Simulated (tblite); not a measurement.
Species: BH₆NO.
Bonds: N1–B2, B2–O3. Hydrogens: H4, H5, H6 on N1; H7, H8 on B2; H9 on O3.

Computed with GFN2-xTB (tblite), gas phase: Langevin dynamics at 300 K from the optimised GFN2-xTB geometry, time step 0.5 fs, friction 0.01 fs⁻¹, 2000 steps.

Start geometry:
```
atom  x, y, z in Å
N1     -1.023   -0.096    0.227
B2      0.732   -0.318   -0.045
O3      1.061    0.707   -0.953
H4     -1.200    0.766    0.729
H5     -1.413   -0.044   -0.706
H6     -1.399   -0.888    0.731
H7      1.169   -0.241    1.064
H8      0.748   -1.391   -0.551
H9      1.338    1.511   -0.520
```

The statistics below take the 31 frames saved every 25 fs from 250 to 1000 fs; their kinetic temperature (all 3N coordinates) averages 285 K.

**Question.** How do the bond lengths spread?

**Answer.** 
```tsv
bond	start (Å)	mean (Å)	standard deviation (Å)	shortest (Å)	longest (Å)
N1–B2	1.790	1.880	0.128	1.683	2.177
B2–O3	1.408	1.400	0.045	1.332	1.493
N1–H4	1.013	1.018	0.039	0.949	1.087
N1–H5	1.012	1.012	0.015	0.975	1.049
N1–H6	1.012	1.014	0.033	0.963	1.080
B2–H7	1.195	1.204	0.037	1.136	1.278
B2–H8	1.186	1.187	0.035	1.135	1.255
O3–H9	0.955	0.958	0.029	0.900	1.027
```

**Question.** Give the same statistics for bond angles, one of each kind.

**Answer.** 
```json
{"angle": "B2–N1–H4", "start (°)": "110.6", "mean (°)": "105.4", "standard deviation (°)": "7.7", "smallest (°)": "90.8", "largest (°)": "122.9"}
{"angle": "B2–N1–H5", "start (°)": "104.1", "mean (°)": "109.1", "standard deviation (°)": "7.2", "smallest (°)": "91.8", "largest (°)": "122.7"}
{"angle": "B2–N1–H6", "start (°)": "110.1", "mean (°)": "109.5", "standard deviation (°)": "9.5", "smallest (°)": "88.4", "largest (°)": "133.2"}
{"angle": "H4–N1–H5", "start (°)": "110.2", "mean (°)": "110.6", "standard deviation (°)": "4.7", "smallest (°)": "101.5", "largest (°)": "119.0"}
{"angle": "H4–N1–H6", "start (°)": "110.8", "mean (°)": "110.1", "standard deviation (°)": "6.9", "smallest (°)": "96.7", "largest (°)": "123.6"}
{"angle": "N1–B2–O3", "start (°)": "103.7", "mean (°)": "102.9", "standard deviation (°)": "3.7", "smallest (°)": "95.1", "largest (°)": "112.5"}
{"angle": "N1–B2–H7", "start (°)": "102.1", "mean (°)": "100.1", "standard deviation (°)": "5.7", "smallest (°)": "84.4", "largest (°)": "111.9"}
{"angle": "O3–B2–H7", "start (°)": "117.8", "mean (°)": "118.6", "standard deviation (°)": "4.0", "smallest (°)": "111.1", "largest (°)": "125.0"}
{"angle": "O3–B2–H8", "start (°)": "112.3", "mean (°)": "112.9", "standard deviation (°)": "4.6", "smallest (°)": "102.9", "largest (°)": "128.2"}
{"angle": "H7–B2–H8", "start (°)": "116.7", "mean (°)": "117.0", "standard deviation (°)": "4.2", "smallest (°)": "109.6", "largest (°)": "128.3"}
{"angle": "B2–O3–H9", "start (°)": "112.9", "mean (°)": "113.1", "standard deviation (°)": "5.6", "smallest (°)": "101.6", "largest (°)": "123.7"}
```

**Question.** How far does each atom move about its mean position (frames aligned on the start, all atoms weighted alike), and what rms force does it feel?

**Answer.** 
```json
{"atom": "N1", "rms displacement (Å)": "0.08", "rms force (eV/Å)": "2.16"}
{"atom": "B2", "rms displacement (Å)": "0.11", "rms force (eV/Å)": "1.40"}
{"atom": "O3", "rms displacement (Å)": "0.13", "rms force (eV/Å)": "1.85"}
{"atom": "H4", "rms displacement (Å)": "0.47", "rms force (eV/Å)": "1.66"}
{"atom": "H5", "rms displacement (Å)": "0.47", "rms force (eV/Å)": "0.71"}
{"atom": "H6", "rms displacement (Å)": "0.49", "rms force (eV/Å)": "1.43"}
{"atom": "H7", "rms displacement (Å)": "0.16", "rms force (eV/Å)": "0.79"}
{"atom": "H8", "rms displacement (Å)": "0.16", "rms force (eV/Å)": "0.80"}
{"atom": "H9", "rms displacement (Å)": "0.21", "rms force (eV/Å)": "1.36"}
```

The displacements run from 0.08 to 0.49 Å, the largest at H6.

**Question.** How widely does the potential energy scatter, against a harmonic estimate?

**Answer.** Mean 0.29 eV above the start, standard deviation 0.105 eV, range 0.12 to 0.53 eV. For 21 classical harmonic modes at 300 K the canonical values are 21kT/2 = 0.27 eV and kT·√(21/2) = 0.084 eV.

The run is classical and short, so these are rough statistics of one trajectory.

The cost below is that of the whole dynamics run. On an Arm Neoverse V1 with one thread (shared host), this took 4.3 s wall and 0.18 GiB of memory at its peak.
